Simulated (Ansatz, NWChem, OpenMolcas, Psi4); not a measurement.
Errors in the atomisation enthalpy at 298 K

8 molecules with halogens; the atomisation enthalpy at 298 K in kJ/mol, computed less measured. Shapes, held fixed at every level: PBE0-D4/def2-TZVP. Thermal terms are harmonic and unscaled (BLYP/cc-pVTZ, PBE0-D4/def2-TZVP); the spin-orbit lowering of the free atoms is taken from their spectra. Programs: Ansatz 0.2.0, NWChem 7.3.0, OpenMolcas 26.06, Psi4 1.11. A level may come from different programs for different species; with the same settings they agree closely. Measured values: Active Thermochemical Tables, NIST-JANAF tables.

Levels: A = HF/cc-pVTZ; B = M06-L/cc-pVTZ; C = B3LYP/6-31G* (spherical functions); D = BHLYP/cc-pVTZ.

```
                   molecule  from tabulated heats     A    B    C     D
    CuCl (cuprous chloride)                   368  -123  +17   -2   -41
ClF (chlorine monofluoride)                   256  -235  -14  -27   -73
     HF (hydrogen fluoride)                   570  -192  -32  -59   -49
    BOF (fluoro(oxo)borane)                  1501  -453  -16  -26  -117
   NClO (nitrosyl chloride)                   790  -617  +28  -10  -148
    OF2 (oxygen difluoride)                   383  -553   -7  +15  -153
 NF3 (nitrogen trifluoride)                   843  -701   +4  +28  -163
     NO2F (nitryl fluoride)                  1159  -915  +42  +16  -207
```

Sum up the errors.


```csv
level,kind,mean error,mean absolute error,worst case
HF/cc-pVTZ,Hartree–Fock,-473.6,473.6,NO2F
M06-L/cc-pVTZ,meta-GGA,+2.8,20.0,NO2F
B3LYP/6-31G* (spherical functions),global hybrid,-8.1,22.9,HF
BHLYP/cc-pVTZ,global hybrid,-118.9,118.9,NO2F
```

On this set M06-L/cc-pVTZ has the smallest mean absolute error and HF/cc-pVTZ the largest. HF/cc-pVTZ is too low in 8 of 8; BHLYP/cc-pVTZ is too low in 8 of 8. The heats of CuCl, NF3, NO2F come from older tables and can be uncertain by 10 kJ/mol or more. The tabulated value of BOF is in doubt (older tables, estimates, or at odds with other calculations) and kept here. Over the 7 molecules whose values aren't doubted the mean absolute errors are A 476.6; B 20.6; C 22.4; D 119.1. The smallest two are near a tie. Where a negative error exceeds the measured value, the molecule comes out unbound. Hartree–Fock lacks correlation and underbinds. Relativity is left out for Cu. The set is small.
